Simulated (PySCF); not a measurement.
Compound: (CH3)2PPF2, C2H6F2P2.
Structure used (PBE0-D3(BJ)/def2-SVP), in Å, numbered top down from 1:
```
atom  x, y, z in Å
C1    -0.5060   -1.3297   -0.7075
P2    -0.1148   -0.3058    0.7918
C3     1.5855    0.2977    0.3556
P4    -1.1978    1.4941    0.0483
F5    -2.6858    0.8858    0.2411
F6    -1.1103    2.3787    1.3979
H7     0.0764   -2.2617   -0.6589
H8    -0.2798   -0.8270   -1.6622
H9    -1.5729   -1.5969   -0.6852
H10    1.8773    1.0924    1.0589
H11    1.6727    0.6782   -0.6746
H12    2.2948   -0.5343    0.4834
```

Method used: PBE0-D3(BJ)/def2-SVP geometry optimisation, gas phase in PySCF 2.14.0.

Masses are those of the commonest isotopes; rigid-rotor values at the optimised geometry. The values belong to one conformer with, in the numbering `[CH3:1][P:2]([CH3:3])[P:4]([F:5])[F:6]`, C1–P2–P4–F5 72°.

**Question.** What are A, B and C (GHz)?

**Answer.** Ia = 154.66, Ib = 282.04, Ic = 378.09 u·Å²; 505379 MHz·u·Å²/I gives 3268, 1792 and 1337 MHz, that is A = 3.2677, B = 1.7919, C = 1.3367 GHz.

**Question.** Classify the top.

**Answer.** An asymmetric top: κ = (2 × 1792 − 3268 − 1337)/(3268 − 1337) = -0.53.

**Question.** What does the inertial defect say?

**Answer.** Not planar: Δ = Ic − Ia − Ib = -58.61 u·Å². For a rigid frame Δ = −2 Σ m c², so Σ m c² = 29.30 u·Å² lies off the ab plane: 4.12 from hydrogen and 25.19 from heavier atoms. The atom farthest from that plane is 1.48 Å away.

**Question.** Give the other two planar moments, Paa and Pbb, and the rms extents of the mass along the axes.

**Answer.** Paa = Σ m a² = (Ib + Ic − Ia)/2 = 252.74 and Pbb = Σ m b² = (Ia + Ic − Ib)/2 = 125.36 u·Å². With the mass M = 129.99 u, the rms extents √(P/M) along a, b and c are 1.39, 0.98, 0.47 Å.

**Question.** Where do the levels up to J = 2 lie, in cm⁻¹?

**Answer.** Above 0(0,0):
J = 1: 1(0,1) 0.1044, 1(1,1) 0.1536, 1(1,0) 0.1688
J = 2: 2(0,2) 0.3101, 2(1,2) 0.3471, 2(1,1) 0.3927, 2(2,1) 0.5404, 2(2,0) 0.5434
Those of J = 1 are B + C, A + C and A + B.

**Question.** Which types of transition are allowed, and where do some lines up to J = 2 fall?

**Answer.** The dipole components are |μa| = 2.49 D, |μb| = 0.02 D, |μc| = 1.57 D. The squared components, which scale the intensities, stand as 1.00 : 0.00 : 0.40 (a : b : c). Some lines, for components of 0.1 D or more:

| type | branch | J(Ka,Kc) | MHz | lower level (cm⁻¹) |
| --- | --- | --- | --- | --- |
| a | Q | 1(1,0) ← 1(1,1) | 455 | 0.154 |
| c | Q | 2(1,2) ← 2(0,2) | 1111 | 0.310 |
| a | Q | 2(1,1) ← 2(1,2) | 1366 | 0.347 |
| c | Q | 1(1,1) ← 1(0,1) | 1476 | 0.104 |
| a | R | 1(0,1) ← 0(0,0) | 3129 | 0.000 |
| c | Q | 2(2,1) ← 2(1,1) | 4427 | 0.393 |
| c | R | 1(1,0) ← 0(0,0) | 5060 | 0.000 |
| a | R | 2(1,2) ← 1(1,1) | 5802 | 0.154 |
| a | R | 2(0,2) ← 1(0,1) | 6167 | 0.104 |
| a | R | 2(1,1) ← 1(1,0) | 6712 | 0.169 |
| c | R | 2(1,1) ← 1(0,1) | 8643 | 0.104 |
| c | R | 2(2,0) ← 1(1,0) | 11230 | 0.169 |
| c | R | 2(2,1) ← 1(1,1) | 11595 | 0.154 |

No frequency check. Constants of a rigid frame at the computed geometry: no zero-point averaging, no centrifugal distortion. A rigid rotor knows nothing of internal rotation, which can split or shift real lines.
